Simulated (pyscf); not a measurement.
# Four-centre exchange: H₃C–Zn–OH + H₂ -> CH₄ + HO–ZnH

Gas phase, singlet surface, charge 0. Bonds broken: C1–Zn2, H8–H9. Bonds formed: C1–H8, Zn2–H9. Optimised with ωB97X-D3(BJ)/def2-SVP in PySCF.

Transition state (Å):

```xyz
9

C     -1.6740     0.7247    -0.1320
Zn     0.2031    -0.2557    -0.5390
O      1.3211    -1.4459     0.1792
H     -2.3614    -0.1280     0.0034
H     -2.2162     1.4705    -0.7399
H     -1.4831     1.1983     0.8464
H      1.0117    -1.7836     1.0268
H     -0.7121     0.8314    -1.3057
H      0.1343     0.7181    -2.0090
```

One imaginary mode, 1661i cm⁻¹; descent along it reached the two sides named.

| bond | change | reactant side (Å) | saddle | product side |
|---|---|---|---|---|
| C1–Zn2 | breaks | 1.929 | 2.156 | 3.1 |
| H8–H9 | breaks | 0.762 | 1.106 | 3.2 |
| C1–H8 | forms | 5.8 | 1.521 | 1.101 |
| Zn2–H9 | forms | 3.5 | 1.765 | 1.522 |

Electronic energies relative to the separated reactants (eV):

```tsv
level	barrier	reaction energy	reverse barrier
ωB97X-D3(BJ)/def2-TZVP	2.05	-0.40	2.45
PBE/def2-TZVP	1.88	-0.39	2.27
r²SCAN/def2-TZVP	1.88	-0.40	2.29
B3LYP-D3(BJ)/def2-TZVP	2.07	-0.43	2.51
PBE0-D3(BJ)/def2-TZVP	1.89	-0.42	2.31
M06-2X/def2-TZVP	2.03	-0.34	2.37
ωB97M-D3(BJ)/def2-TZVP	2.05	-0.45	2.50
HF/def2-TZVP	2.46	-0.69	3.15
```

With ωB97M-D3(BJ)/def2-TZVP energies and thermal terms (ideal gas, 1 atm, RRHO with modes under 100 cm⁻¹ raised to 100, one conformer, R ln 2 for chiral ones without a mode under 150 cm⁻¹), in eV:

```json
[
 {"T (K)": "298", "ΔH‡": "2.05", "ΔG‡": "2.42", "ΔH": "-0.35", "ΔG": "-0.36"},
 {"T (K)": "600", "ΔH‡": "2.02", "ΔG‡": "2.81", "ΔH": "-0.41", "ΔG": "-0.34"},
 {"T (K)": "900", "ΔH‡": "2.01", "ΔG‡": "3.21", "ΔH": "-0.46", "ΔG": "-0.30"},
 {"T (K)": "1200", "ΔH‡": "2.02", "ΔG‡": "3.61", "ΔH": "-0.49", "ΔG": "-0.24"}
]
```

At the saddle there is also a short H–Zn contact that neither side keeps. The same reactants have a lower exit, to H₃C–ZnH + H₂O (barrier +1.04 eV at ωB97M-D3(BJ)/def2-TZVP, against +2.05 eV here). This is the saddle that the search found; another between the same sides may lie lower. Elements up to Kr have no core potential and no relativistic terms here.
